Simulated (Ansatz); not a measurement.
Results of HSE06 (Ansatz, a quantum-chemistry and plane-wave program, PAW) for rutile MnO₂.

Input:

Ansatz 0.2 input:
```yaml
crystal:
  lattice:
    - [4.3831401115, -0.0000069897, 0.0]
    - [-0.0000069897, 4.3831401115, 0.0]
    - [0.0, 0.0, 2.8610533335]
  atoms:
    - { symbol: Mn, position: [0.0, 0.0, 0.0], spin: 3 }
    - { symbol: Mn, position: [0.5, 0.5, 0.5], spin: -3 }
    - { symbol: O, position: [0.3047824309, 0.3047824309, 0.0] }
    - { symbol: O, position: [0.8047824165, 0.1952175835, 0.5] }
    - { symbol: O, position: [0.1952175835, 0.8047824165, 0.5] }
    - { symbol: O, position: [0.6952175691, 0.6952175691, 0.0] }
kpoints:
  mp_grid: { grid: [6, 6, 10] }
hamiltonian:
  xc: hse06
  pseudopotentials: { kind: paw }
  dispersion: none
scf:
  occupations: { method: fermi_dirac, width: 0.05 }
output:
  forces: true
  stress: true
  eigenvalues: true
magnetization:
  spin_polarized: true
basis:
  ecutwfc: 500
  ecutrho_ratio: 4
  xc_grid: 2
```

Task: How many irreducible k-points, plane waves at Γ does the program set up, and what pressure does the run end with?

Result: 78 irreducible k-points, 1427 plane waves at Γ; P = -2.42 GPa, so the cell is stretched on average and its volume would shrink at this level.

From the output:

```
WARN output.stress: scf.convergence.dr2_threshold = 1e-7 eV (the SCF's general default) is looser than the 6e-10 eV advised for a printed stress (1e-10 eV for …
WARN output.stress: scf.exx.energy_threshold = 1e-6 eV is looser than the 6e-8 eV advised for a stress under a hybrid functional (1e-8 eV for each atom of the …
Crystal: 6 atoms, lattice volume = 54.966 Å³
Basis set: ecut = 500 eV, 1427 PW (Γ), exchange–correlation on 64×64×48 points (8 copies of the dense FFT grid, shifted against one another)
Bands: 36, of which v1, the nominal top of the filled ones, is band 27 counted from 1 (26 counted from 0)
Symmetry: 8 space group operations
Space group: Cmmm (ITA 65), of the structure as read, at distance tolerance 3.8e-5 Å
k-points: 78 of 360
Initial density: superposition of atomic densities (chi_scale 0.1, normalization cell, long waves kept (reshape's long-wave potential 0.00 eV rms))
spin=Collinear: Kerker preconditioning applied to the charge; magnetization (m = ρ↑ − ρ↓) channel mixes plain (no charge-response kernel on spin).
SCF 1 converged in 21 iterations: F = -10067.655273 eV  dr2 = 1.92e-10
Crystal: 6 atoms, lattice volume = 54.966 Å³
Initial density: handed on by an earlier stage of this run
Crystal: 6 atoms, lattice volume = 54.966 Å³
SCF 3 converged in 10 iterations: F = -10064.584140 eV  dr2 = 2.94e-10
Crystal: 6 atoms, lattice volume = 54.966 Å³
SCF 4 converged in 6 iterations: F = -10064.584139 eV  dr2 = 5.97e-10
Magnetization: -0.0000 μB (27.0000 up, 27.0000 down)
Free energy (F): -10064.584139 eV
Internal energy: -10064.584139 eV  (E = F + TS)
E sigma→0 (E₀):  -10064.584139 eV
Fermi energy:    10.375595 eV
--- Forces (eV/Å), atoms counted from 1 ---
  atom   1  Mn    -0.00000000    -0.00000000     0.00000000
  atom   2  Mn     0.00000000     0.00000000     0.00000000
  atom   3  O      0.11295275     0.11295275     0.00000000
  atom   4  O      0.11294870    -0.11294870     0.00000000
  atom   5  O     -0.11294870     0.11294870     0.00000000
  atom   6  O     -0.11295275    -0.11295275     0.00000000
--- Stress (GPa, compression-positive) ---
       -2.280862       0.000793       0.000000
        0.000793      -2.280862       0.000000
        0.000000       0.000000      -2.696913
  P = ⅓ Tr σ = -2.4195 GPa (-24.195 kbar)
```

The PAW data were made under PBE.

The run is spin-polarised with opposed starting moments, which need not be the measured order.

Note: exact exchange on metals is sensitive to the k mesh and can open a false gap. Note: cell and atoms aren't relaxed at this level (largest force component 0.11 eV/Å, pressure -2.4 GPa).
